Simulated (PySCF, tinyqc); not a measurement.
Worked calculation (part 2 of 2): RHF in the sto-6g basis, for HF, spin multiplicity 1. The lowest restricted solution is unstable here: a spin-polarised one lies 0.0228 hartree lower (PySCF). Computed by tinyqc, a small Python program that keeps every step (integrals from PySCF). Command: `OMP_NUM_THREADS=1 python tinyqc.py 20208 20209 out.jsonl` (the two numbers bound the seeds that draw the settings). One thread of a shared host (Intel(R) Xeon(R) Processor @ 2.60GHz), about 0.1 s of CPU time with the checks.

Geometry (angstrom):
```
atom       x       y       z
F     0.0000  0.0000  0.0000
H     0.0000  0.0000  1.3660
```

## Iteration 7 (converged): orbitals

converged F (hartree), lower triangle:
```
           1F 1s    1F 2s   1F 2px   1F 2py   1F 2pz    2H 1s
1F 1s   -26.2653
1F 2s    -6.3725  -2.8839
1F 2px    0.0000   0.0000  -0.4732
1F 2py    0.0000   0.0000   0.0000  -0.4732
1F 2pz   -0.0121  -0.0120   0.0000   0.0000  -0.1984
2H 1s    -0.4966  -0.5057   0.0000   0.0000  -0.3773  -0.2342
```

X, lower triangle:
```
          1F 1s    1F 2s  1F 2px  1F 2py   1F 2pz   2H 1s
1F 1s    1.0214
1F 2s   -0.1225   1.0403
1F 2px   0.0000   0.0000  1.0000
1F 2py   0.0000   0.0000  0.0000  1.0000
1F 2pz  -0.0019   0.0167  0.0000  0.0000   1.0146
2H 1s    0.0109  -0.1153  0.0000  0.0000  -0.1008  1.0331
```

Diagonalise F' = X^T F X, C = X C', fill 5 alpha and 5 beta electrons from the bottom; D = 2 C_occ C_occ^T. Each column has its largest component positive (the first on a tie).

F' = X^T F X (hartree), lower triangle:
```
          1        2        3        4        5        6
1  -25.8588
2   -3.1658  -1.7857
3    0.0000   0.0000  -0.4732
4    0.0000   0.0000   0.0000  -0.4732
5   -0.0234   0.0447   0.0000   0.0000  -0.1287
6   -0.0347  -0.2497   0.0000   0.0000  -0.3629  -0.0899
```

orbital energies (hartree): MO1 -26.2684, MO2 -1.4210, MO3 -0.4732, MO4 -0.4732, MO5 -0.4546, MO6 0.2809

coefficients C:
```
            MO1      MO2      MO3     MO4      MO5      MO6
1F 1s    0.9973  -0.2467   0.0000  0.0000   0.0373   0.0399
1F 2s    0.0116   1.0085   0.0000  0.0000  -0.2030  -0.2288
1F 2px   0.0000   0.0000   0.9134  0.4071   0.0000   0.0000
1F 2py   0.0000   0.0000  -0.4071  0.9134   0.0000   0.0000
1F 2pz   0.0007   0.0139   0.0000  0.0000   0.6887  -0.7518
2H 1s   -0.0014   0.0745   0.0000  0.0000   0.6144   0.8413
```

D after iteration 7, lower triangle:
```
          1F 1s    1F 2s  1F 2px  1F 2py  1F 2pz   2H 1s
1F 1s    2.1136
1F 2s   -0.4896   2.1170
1F 2px   0.0000   0.0000  2.0000
1F 2py   0.0000   0.0000  0.0000  2.0000
1F 2pz   0.0460  -0.2516  0.0000  0.0000  0.9491
2H 1s    0.0063  -0.0991  0.0000  0.0000  0.8484  0.7662
```

Within a degenerate level the vectors are fixed only up to a rotation; this is one choice.

## Convergence

Stop when the energy changes by less than 1e-09 hartree and every element of the error matrix X^T (F D S - S D F) X is below 9e-06.

Course of the cycle:
```
iteration  E (hartree)     change  largest element of the error matrix
1           -98.842349          -                             3.72e-01
2           -99.358071  -5.16e-01                             2.08e-01
3           -99.392395  -3.43e-02                             3.38e-02
4           -99.393209  -8.14e-04                             2.37e-03
5           -99.393214  -5.34e-06                             9.88e-05
6           -99.393214  -6.63e-09                             2.00e-06
7           -99.393214  -2.40e-12                             9.85e-09
```

PySCF RHF in the same basis = -99.393214 hartree

Converged in 7 iterations.

## Populations, bond orders and dipole

overlap S, lower triangle:
```
         1F 1s   1F 2s  1F 2px  1F 2py  1F 2pz   2H 1s
1F 1s   1.0000
1F 2s   0.2325  1.0000
1F 2px  0.0000  0.0000  1.0000
1F 2py  0.0000  0.0000  0.0000  1.0000
1F 2pz  0.0000  0.0000  0.0000  0.0000  1.0000
2H 1s   0.0179  0.2140  0.0000  0.0000  0.1910  1.0000
```

Mulliken: Z minus the diagonal of D S on the atom; Loewdin: the same with S^(1/2) D S^(1/2); Mayer order: 2 sum_s sum (D(s) S)_ij (D(s) S)_ji over the two atoms.

Charges (e):
```
atom  Mulliken  Loewdin
1F     -0.0929  -0.0810
2H      0.0929   0.0810
```

Mayer bond orders:
```
pair   order
2-1   0.9914
```

dipole moment about the origin, x y z (debye): 0.0000  0.0000  1.0086
